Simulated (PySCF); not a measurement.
# Static response to an electric field

Compound: PN.
Geometry (GFN2-xTB, Å), atoms numbered from 1 in this order:
```
atom  x, y, z in Å
N1     0.7306   -0.0030   -0.0028
P2    -0.7278    0.0042   -0.0114
```

The species is `N#P` (PN).

Level: CAM-B3LYP/def2-SVPD (PySCF), static field, nuclei fixed, core orbitals frozen in the response. The polarisability tensor in these axes (au):

```
x   33.27 -0.06  0.07
y   -0.06 21.42  0.00
z    0.07  0.00 21.43
```

Problem. What are the eigenvalues, a third of the trace, and Δα (Δα² = ½Σ(αi − αj)² over the three pairs)?

Solution. Principal values 21.42, 21.42 and 33.27 au; mean 25.37 au = 3.76 Å³ = 4.18 × 10⁻⁴⁰ C²·m²/J; Δα = 11.84 au (47 % of the mean).

Problem. What is the dipole moment, and where does it point?

Solution. (-2.98, 0.01, -0.02) D, 2.98 D in size, pointing from the negative to the positive side. Measured along this direction, the outermost atoms are N1 at the negative end and P2 at the positive end.

Problem. Orientational against electronic polarisability at 273 K (dilute gas, rigid molecules)?

Solution. In Gaussian units μ²/3kT = 78.62 Å³ against 3.76 Å³, a ratio of 20.91; the Debye molar polarisation (4π/3)N_A(α + μ²/3kT) is 207.8 cm³/mol, leaving out the vibrational part.

Problem. Traceless (Buckingham) quadrupole moment about the centre of nuclear charge: eigenvalues?

Solution. -2.79, 1.40, 1.40 D·Å. The values depend on the origin, since the dipole doesn't vanish. The electronic extent ⟨r²⟩ about the same centre is 77 bohr², a root-mean-square distance of 0.99 Å for the 22 electrons.

Problem. Sum over states: ᾱ = Σ f/ω², ω in Eh. What share falls to these 8 lowest TDDFT singlets (eV, f)? 4.92, 0.0000; 5.34, 0.0029; 5.34, 0.0029; 5.37, 0.0000; 5.37, 0.0000; 8.32, 0.1153; 9.32, 0.0693; 9.32, 0.0693.

Solution. They add up to 2.56 au, 10.1 % of the 25.37 au; the largest single term is 1.23 au, from the state at 8.32 eV. Terms in order: 0.00, 0.07, 0.07, 0.00, 0.00, 1.23, 0.59, 0.59 au. Higher excitations give the rest. The strengths listed sum to 0.260.

Geometry: GFN2-xTB; no solvent, vibrations or thermal averaging.
